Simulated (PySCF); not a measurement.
# A PySCF run on CF⁻

State: ³Σ⁻ (triplet), unpaired electrons π ↑↑.

An equivalent input (the run itself took its basis sets from the Basis Set Exchange, started from a PBE0 density and held the occupation σ 5α 5β, πx 2α 1β, πy 2α 1β):

```python
from pyscf import gto, scf, cc
mol = gto.M(atom='C 0 0 0; F 0 0 1.445', basis={'C': 'aug-cc-pVDZ', 'F': 'aug-cc-pVDZ'},
            charge=-1, spin=2, verbose=4, symmetry='C2v')
mf = scf.UHF(mol)
mf.irrep_nelec = {'A1': (5, 5), 'B1': (2, 1), 'B2': (2, 1)}
mf.conv_tol = 1e-9
mf.max_cycle = 60
mf.diis_space = 10
mf.kernel()
mycc = cc.CCSD(mf, frozen=[[0, 1], [0, 1]])
mycc.run(conv_tol=1e-7, conv_tol_normt=1e-5, max_cycle=80, diis_space=8)
et = mycc.ccsd_t()
```

The SCF ended at -137.18931709 hartree. The coupled-cluster part of the log:

```
******** <class 'pyscf.cc.uccsd.UCCSD'> ********
CC2 = 0
CCSD nocc = (7, 5), nmo = (44, 44)
frozen orbitals [[0, 1], [0, 1]]
max_cycle = 80
direct = 0
conv_tol = 1e-07
conv_tol_normt = 1e-05
diis_space = 8
diis_start_cycle = 0
diis_start_energy_diff = 1e+09
Init t2, MP2 energy = -0.305392881664597
Init E_corr(UCCSD) = -0.30539288167545
cycle = 1  E_corr(UCCSD) = -0.30831677661463  dE = -0.00292389494  norm(t1,t2) = 0.0941883
cycle = 2  E_corr(UCCSD) = -0.31902232003031  dE = -0.0107055434  norm(t1,t2) = 0.0346302
cycle = 3  E_corr(UCCSD) = -0.31921606155058  dE = -0.00019374152  norm(t1,t2) = 0.0241395
cycle = 4  E_corr(UCCSD) = -0.322245886275034  dE = -0.00302982472  norm(t1,t2) = 0.0137551
cycle = 5  E_corr(UCCSD) = -0.322233210608585  dE = 1.26756664e-05  norm(t1,t2) = 0.00426916
cycle = 6  E_corr(UCCSD) = -0.322024527590389  dE = 0.000208683018  norm(t1,t2) = 0.00184419
cycle = 7  E_corr(UCCSD) = -0.322056264505788  dE = -3.17369154e-05  norm(t1,t2) = 0.000621471
cycle = 8  E_corr(UCCSD) = -0.322074627303932  dE = -1.83627981e-05  norm(t1,t2) = 0.000209461
cycle = 9  E_corr(UCCSD) = -0.322072542710992  dE = 2.08459294e-06  norm(t1,t2) = 9.25249e-05
cycle = 10  E_corr(UCCSD) = -0.322071493253462  dE = 1.04945753e-06  norm(t1,t2) = 3.42567e-05
cycle = 11  E_corr(UCCSD) = -0.322071244331142  dE = 2.4892232e-07  norm(t1,t2) = 1.58326e-05
cycle = 12  E_corr(UCCSD) = -0.322071428035394  dE = -1.83704251e-07  norm(t1,t2) = 7.1489e-06
cycle = 13  E_corr(UCCSD) = -0.32207131694274  dE = 1.11092653e-07  norm(t1,t2) = 2.67506e-06
cycle = 14  E_corr(UCCSD) = -0.322071327018461  dE = -1.00757203e-08  norm(t1,t2) = 1.23518e-06
UCCSD converged
E(UCCSD) = -137.511388419615  E_corr = -0.3220713270184605
UCCSD(T) correction = -0.0100732802174289
```

T1 diagnostic 0.027, D1 0.061, 12 electrons correlated.

Repeating this along the bond gives Re = 1.492 Å and ωe = 717 cm⁻¹.

A point of this curve took 4.1 CPU seconds beside 0.054 for the integrals, on Intel Xeon Platinum 8488C (shared host).

Correlated steps freeze 2 core orbitals. The state was picked by a PBE0 search and need not be the measured ground state.
